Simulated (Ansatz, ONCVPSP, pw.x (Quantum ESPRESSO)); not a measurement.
## Equation-of-state test of one ONCV potential (H (Z = 1))

* Element: H
* Generator: ONCVPSP 4.0.1.1 (patched build)
* Type: optimised norm-conserving Vanderbilt (ONCV)
* Functional: PBEsol
* Relativity: scalar-relativistic
* Frozen core: none
* Valence charge: 1
* Reference configuration: 1s1
* Partial waves: 1s: rc 0.80 bohr, ncon 4, nbas 8, qcut 9 1/bohr, 2 projectors, debl 3 Ha
* Local potential: polynomial inside 0.70 bohr (lpopt 5, dvloc0 4 Ha)
* Core correction: none

Atomic tests: cutoffs needed: 23 Ha and 36 Ha (the cutoffs (Ha) at which the residual kinetic energy of the hardest occupied pseudo-wave falls to 1 and 0.1 mHa per electron); ghost test: no bound ghost flagged; no localised positive-energy state flagged.

Crystal test: fcc H in pw.x 7.5, no spin, 18³ k-points, Fermi–Dirac smearing 0.01 Ry, cutoffs 85/340 Ry. The reference is all-electron LAPW (Ansatz 0.2.0) with the same functional, mesh and smearing; V0 and B0 come from Birch–Murnaghan fits to the pressures at five volumes. Errors are pseudo minus all-electron; Δ is the rms difference of the E(V) curves that follow from these fits, minima aligned, over ±6 % about the mean V0. Mesh and smearing are coarse, so the numbers serve the comparison and aren't converged zero-temperature values; the lattice is a test structure that the element need not adopt.

All-electron: a0 = 2.267 Å (V0 = 2.91 Å³/atom), B0 = 114.1 GPa.

Problem. How far does the potential miss the all-electron equation of state?

Solution. mean pressure error (GPa): +6.18. The pressure does not cross zero within the volumes sampled, so no fit is given. This is a poor potential for the solid.

```csv
V (Å³/atom),P all-electron (GPa),P pseudo (GPa)
2.771,6.23,13.29
2.844,2.90,9.47
2.917,-0.10,6.04
2.990,-2.80,2.94
3.063,-5.23,0.14
```

Problem. At the middle volume, how do free energy and pressure move when the wave cutoff is lowered (ecutrho kept at four times it)?

Solution.

| cutoff (Ry) | shift of F (meV/atom) | shift of P (GPa) |
| --- | --- | --- |
| 38 | +53.9 | -4.72 |
| 51 | +16.5 | -2.27 |
| 68 | +3.5 | -0.71 |

The run at the middle volume (195 k-points, 3 iterations) took about 4.3 s on one core of a shared host (Neoverse-N1, 64 threads, 124 GiB, load 57).
